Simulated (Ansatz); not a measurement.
Abstraction of H: C2H2O + C2H → C2HO + C2H2

Species: C2H2O (ethynol) `C#CO`, singlet; C2H `[C]#C`, doublet; C2HO (ethynyloxy radical) `C#C[O]`, doublet; C2H2 (acetylene) `C#C`, singlet. A radical takes H: the energy is the difference in strength between the O–H bond broken and the C–H bond made.

Shapes, held fixed at every level: PBE0-D4/def2-TZVP. Programs: Ansatz 0.2.0. The zero-point and thermal change to 298 K, harmonic and unscaled (PBE0-D4/def2-TZVP), is -3.2 kJ/mol.

```
                level                    kind  ΔH(298 K) (kJ/mol)  CPU time (sum over the molecules)
          HF/def2-SVP            Hartree–Fock              -215.8                                  –
        HF/def2-TZVPP            Hartree–Fock              -225.3                                  –
     SPW92/def2-TZVPP                     LDA              -279.2                              6.6 s
  BHLYP-D4/def2-TZVPP           global hybrid              -273.1                               13 s
   PBE0-D4/def2-TZVPP           global hybrid              -275.5                               10 s
r2SCAN0-D4/def2-TZVPP           global hybrid              -272.8                               22 s
   wB97X-V/def2-TZVPP  range-separated hybrid              -279.4                               36 s
    B2PLYP/def2-TZVPP           double hybrid              -277.8                               16 s
```

B2PLYP/def2-TZVPP gives ΔH(298 K) = -277.8 kJ/mol; the levels span -279.4 to -215.8. The median of the levels is -274.3. No measured value is set beside it here. Spin contamination: C2H (⟨S²⟩ up to 1.11), C2HO (⟨S²⟩ up to 0.81). Open shells run unrestricted unless RO is named. Times are processor times on shared x86 and Arm servers, and rough.
